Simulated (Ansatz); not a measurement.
**CH4+ (doublet): the correlation ladder at distance C1–H4 = 1.223 Å, 6-31G**

How much of the correlation energy of CH4+ (doublet) does each wave-function method recover here?

The runs use Ansatz 0.2.0, Gaussian basis; 6-31G, core rule «outside noble gas», up to 1 orbitals frozen.

Plan: UHF; CCSD(T) on ROHF; CCSD(T) on UHF; BCCD(T) on ROHF; CISD; CCSDT(Q) on ROHF; CCSDT(Q) on UHF; CISDTQ; CCSDTQ on ROHF; CCSDTQ on UHF; CASSCF and MRCISD+Q, 3 electrons in 3 orbitals; CASSCF and NEVPT2, 3 electrons in 3 orbitals; CASSCF and MRCISD+Q, 7 electrons in 8 orbitals; CASSCF and NEVPT4(SD), 7 electrons in 8 orbitals; CASSCF and NEVPT2, 7 electrons in 8 orbitals; Full CI.

19 further runs of the same task are left out: 16 that didn't finish, 3 set aside as unsound or not needed.

### 1 The system

The geometry derives from a PBE0/def2-TZVP stationary point (not a proven minimum). One bond is set to the value named and the two fragments are kept rigid.

5 atoms, charge 1, spin multiplicity 2.

Atoms are counted from 1 here; the program's logs count them from 0.

Bond lengths: C1–H2 1.120 Å, C1–H3 1.120 Å, C1–H4 1.223 Å, C1–H5 1.120 Å. Angles: H2–C1–H3 96.2°, H2–C1–H4 96.2°, H2–C1–H5 141.6°, H3–C1–H4 141.6°, H3–C1–H5 96.2°, H4–C1–H5 96.2°.

### 2 UHF

File in.yaml:

```yaml
crystal:
  periodic: [false, false, false]
  atoms:
    - {symbol: C, position_ang: [0.002088, -0.004301, 0.004339]}
    - {symbol: H, position_ang: [0.366738, 0.745691, 0.752319]}
    - {symbol: H, position_ang: [-0.372111, -0.749346, 0.752548]}
    - {symbol: H, position_ang: [-0.393362, 0.810377, -0.817639]}
    - {symbol: H, position_ang: [0.373858, -0.755473, -0.738937]}
basis:
  gaussian: {orbitals: 6-31G}
total_charge: 1
magnetization: {spin_polarized: true, initial_magnetization: 1}
hamiltonian: {xc: hf}
output: {orbitals: {seedname: orbitals}}
```

Run with:

```sh
> ansatz run in.yaml --threads 1 --pin off --events-out ev --progress --plain --max-ram 2393MiB
```

The runs that follow: CCSD(T) on ROHF; CCSD(T) on UHF; BCCD(T) on ROHF; CISD; CCSDT(Q) on ROHF; CCSDT(Q) on UHF; CISDTQ; CCSDTQ on ROHF; CCSDTQ on UHF; CASSCF and MRCISD+Q, 3 electrons in 3 orbitals; CASSCF and NEVPT2, 3 electrons in 3 orbitals; CASSCF and MRCISD+Q, 7 electrons in 8 orbitals; CASSCF and NEVPT4(SD), 7 electrons in 8 orbitals; CASSCF and NEVPT2, 7 electrons in 8 orbitals; Full CI.

**Question.** What will the summary of the whole plan be? Wanted: FCI below the RHF energy; RMP2 from FCI; UMP2 from FCI; RCCSD from FCI; RCCSD(T) from FCI; UCCSD(T) from FCI; RCCSDT(Q) from FCI; UCCSDT(Q) from FCI; NEVPT2 pair from FCI.

**Answer**, as computed:

```
                         quantity                                                                                                                                                             value
         FCI below the RHF energy                                                                                                                                                        -2.8992 eV
                    RMP2 from FCI                                                                                                                                                   +13.89 kcal/mol
                    UMP2 from FCI                                                                                                                                                   +13.97 kcal/mol
                   RCCSD from FCI                                                                                                                                                    +1.30 kcal/mol
                RCCSD(T) from FCI                                                                                                                                                    +0.31 kcal/mol
                UCCSD(T) from FCI                                                                                                                                                    +0.31 kcal/mol
               RCCSDT(Q) from FCI                                                                                                                                                    +0.01 kcal/mol
               UCCSDT(Q) from FCI                                                                                                                                                     0.00 kcal/mol
             NEVPT2 pair from FCI                                                                                                                                                   +12.11 kcal/mol
           MRCISD+Q pair from FCI                                                                                                                                                    +0.18 kcal/mol
          NEVPT2 valence from FCI                                                                                                                                                    +3.80 kcal/mol
levels within 1 kcal/mol (43 meV)  RCCSD(T), UCCSD(T), BCCD(T), RCCSDT, UCCSDT, CISDTQ, RCCSDT(Q), UCCSDT(Q), RCCSDTQ, UCCSDTQ, MRCISD+Q pair, NEVPT4(SD) valence, MRCISD valence, MRCISD+Q valence
                    T1 diagnostic                                                                                                                                                             0.009
   effectively unpaired electrons                                                                                                                                                              1.02
```

In words: RCCSD(T) lands +0.31 kcal/mol from the yardstick (0.5 % of the correlation energy). One determinant dominates. Of the multireference levels listed MRCISD+Q valence comes nearest in total energy (+0.11 kcal/mol), which doesn't show that its space is the better one. These misses are within one basis, not against nature; the frozen cores of restricted and unrestricted runs differ, which can shift their rows.
